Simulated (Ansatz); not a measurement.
# AlH2Si: the cost of one run

Method: def2-QZVPP, core rule «outside noble gas», up to 10 orbitals frozen; program: Ansatz 0.2.0, Gaussian basis.

The runs, in order: UHF; ROHF; CCSD(T) on UHF.

## (1) What is computed

The geometry is a PBE0/def2-TZVP stationary point (not a proven minimum) of the parent state, kept for this charge and spin.

4 atoms, charge 0, spin multiplicity 6.

Atoms are counted from 1 here; the program's logs count them from 0.

Bond lengths: Si1–Al2 2.337 Å, Si1–H3 1.490 Å, Si1–H4 1.490 Å. Angles: Al2–Si1–H3 125.4°, Al2–Si1–H4 125.4°, H3–Si1–H4 109.2°.

Geometry (Å):

```
Si    0.0000    0.0000    1.0744
Al    0.0000    0.0000   -1.2631
H     0.0000    1.2144    1.9373
H     0.0000   -1.2144    1.9373
```

## (2) UHF

Input file in.yaml:

```yaml
crystal:
  periodic: [false, false, false]
  atoms:
    - {symbol: Si, position_ang: [0.000000, 0.000000, 1.074378]}
    - {symbol: Al, position_ang: [0.000000, 0.000000, -1.263082]}
    - {symbol: H, position_ang: [0.000000, 1.214383, 1.937350]}
    - {symbol: H, position_ang: [0.000000, -1.214383, 1.937350]}
basis:
  gaussian: {orbitals: "def2-QZVPP.json"}
magnetization: {spin_polarized: true, initial_magnetization: 5}
hamiltonian: {xc: hf}
output: {orbitals: {seedname: orbitals}}
```

Command:

```bash
$ ansatz run in.yaml --threads 1 --pin off --events-out ev --progress --plain --max-ram 2393MiB
```

What time and memory should one allow on 1 thread of Arm Neoverse V1, shared host?

About 11 s, with a peak of 0.4 GiB.
